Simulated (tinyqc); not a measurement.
Inside a calculation. Method: ROHF in the sto-6g basis, for CH, spin multiplicity 4. This run ends on a higher stationary point, not on the lowest solution. Computed by tinyqc, a small Python program that keeps every step (integrals from PySCF). Settings: charge = 0, multiplicity = 4, basis = sto-6g, energy threshold = 1e-10, iteration cap = 90, orthogonalisation = symmetric, start = core, DIIS depth = 8, method = ROHF. Command: `OMP_NUM_THREADS=1 python tinyqc.py 23354 23355 out.jsonl` (the two numbers bound the seeds that draw the settings). One thread of a shared host (Intel(R) Xeon(R) Processor @ 2.60GHz), about 0.1 s of CPU time with the checks.

Geometry (angstrom):
```
atom         x         y         z
C     0.000000  0.000000  0.000000
H     0.000000  0.000000  2.193000
```

Stop when the energy changes by less than 1e-10 hartree and every element of the error matrix X^T (F D S - S D F) X is below 3e-06.

Course of the cycle:
```
iteration   E (hartree)     change  largest element of the error matrix
1          -37.57060954          -                             1.03e-01
2          -37.92432066  -3.54e-01                             1.99e-01
3          -38.01180041  -8.75e-02                             7.64e-02
4          -38.02763918  -1.58e-02                             2.02e-02
5          -38.02759637   4.28e-05                             2.76e-02
6          -38.02908630  -1.49e-03                             1.18e-03
7          -38.02908916  -2.86e-06                             3.18e-05
8          -38.02908916  -2.10e-09                             2.27e-07
9          -38.02908916  -8.53e-14                             1.15e-07
```

Can the last value be used, and what does the course show?

No, though the log alone does not show it. Converged in 9 iterations. But the solution lies 0.01511 hartree above the reference: it is another stationary point, not the lowest one. Reruns (cap 100 unless said): atomic densities as start, DIIS 8: converged in 20. PySCF ROHF in the same basis = -38.04419717 hartree.
